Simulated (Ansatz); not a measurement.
The input, for Ansatz 0.2.0:

```yaml
crystal:
  periodic: [false, false, false]
  atoms:
    - {symbol: Si, position_ang: [0.000303, 0.067411, -0.075832]}
    - {symbol: H, position_ang: [-0.000530, -1.241879, -0.831717]}
    - {symbol: H, position_ang: [0.486755, -0.286833, 1.457456]}
    - {symbol: H, position_ang: [-0.494664, -0.349648, 1.487258]}
basis:
  gaussian: {orbitals: def2-mTZVP}
total_charge: 1
magnetization: {spin_polarized: false, initial_magnetization: 2}
correlation: {active_space: {window: {electrons: 2, orbitals: 7}, fixed_orbitals: true}}
output: {forces: true}
```

```sh
$ ansatz run in.yaml --threads 1 --pin off --events-out ev --progress --plain --max-ram 2393MiB
```

Log:

```
292 factors; integrals over basis functions are off by at most 8.4e-4 eV
mean field evaluation 1: about -7896.7806 eV, gradient 8.3e0 eV
mean field evaluation 2: about -7896.7809 eV, gradient 8.3e0 eV
mean field evaluation 4: about -7897.4734 eV, gradient 6.3e-1 eV
mean field evaluation 8: about -7897.4825 eV, gradient 1.2e-3 eV
mean field -7897.48250787 eV, -290.2271290584 hartree, gradient 8.7e-7 eV, S^2 2.000000; 0 other end points of the search recorded, 0 dependent functions left out
reference -7897.48250787 eV, -290.2271290584 hartree; 9, 7 occupied and 22, 24 virtual orbitals, 292 factors
state -7897.50467368 eV, -290.2279436369 hartree
the calculation of the forces begins
Total energy: -7897.50467368 eV, -290.2279436369 hartree
Atom 0 at     0.000303     0.067411    -0.075832 Å, force    -0.156629    -0.967432    -0.520616 eV/Å
Atom 1 at    -0.000530    -1.241879    -0.831717 Å, force     0.036097     0.902631     0.420743 eV/Å
Atom 2 at     0.486755    -0.286833     1.457456 Å, force    -1.280185    -0.147866     0.253769 eV/Å
Atom 3 at    -0.494664    -0.349648     1.487258 Å, force     1.400717     0.212668    -0.153896 eV/Å
Dipole moment:    -0.001324     0.011383     0.261083 e Å
```

Forces (eV/Å):
```
Si  -0.157 -0.967 -0.521
H    0.036  0.903  0.421
H   -1.280 -0.148  0.254
H    1.401  0.213 -0.154
```

Ran on 1 thread of Arm Neoverse V2, shared host: 0.15 s wall, 0.07 GiB peak host memory.
